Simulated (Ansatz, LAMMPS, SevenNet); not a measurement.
How well does each level of theory give the lattice constant a of wurtzite CdS?

Reference value: 4.136 Å (measured, temperature not stated, not corrected to a static lattice; as tabulated in Biswas et al. (2022), arXiv:2106.08875).

Q: What do Stillinger–Weber CdTeZnSeHgS0.sw, SevenNet-0, LDA, PBE, PBE-D3(BJ), r²SCAN, PBE0 give, and how far is each from the reference?

A: 
| level (code) | value (Å) | difference (%) |
|---|---|---|
| Stillinger–Weber CdTeZnSeHgS0.sw (LAMMPS) | 4.126 | -0.24 |
| SevenNet-0 (SevenNet) | 4.205 | +1.67 |
| LDA (Ansatz) | 4.074 | -1.50 |
| PBE (Ansatz) | 4.196 | +1.45 |
| PBE-D3(BJ) (Ansatz) | 4.143 | +0.17 |
| r²SCAN (Ansatz) | 4.164 | +0.68 |
| PBE0 (Ansatz) | 4.166 | +0.73 |

Leaving aside Stillinger–Weber CdTeZnSeHgS0.sw, which can be fitted to such values or carry a doubt: The reference's temperature isn't stated, so close values are not ranked against it. Off by more than 1.25 % (a bound picked here): SevenNet-0 (+1.67 %), LDA (-1.50 %), PBE (+1.45 %).

The measured value isn't corrected to a static lattice, so vibrations enter the comparison. A static lattice is as a rule a little smaller than the measured one.  Stillinger–Weber CdTeZnSeHgS0.sw: the potential file covers more elements than this solid holds. Cutoffs and k meshes differ between the levels. Ansatz's density-functional and Hartree–Fock values are scalar-relativistic unless marked +SOC, with PAW data made under PBE.

Empirical potentials (Stillinger–Weber CdTeZnSeHgS0.sw) are fitted to chosen data, which need not cover the solid at hand: agreement can be built in, and what lay outside the fit can be far off. Machine-learned potentials (SevenNet-0) are trained on DFT data, which may include these solids.

Differences are worked out from the printed values.

Ansatz is a first-principles code.
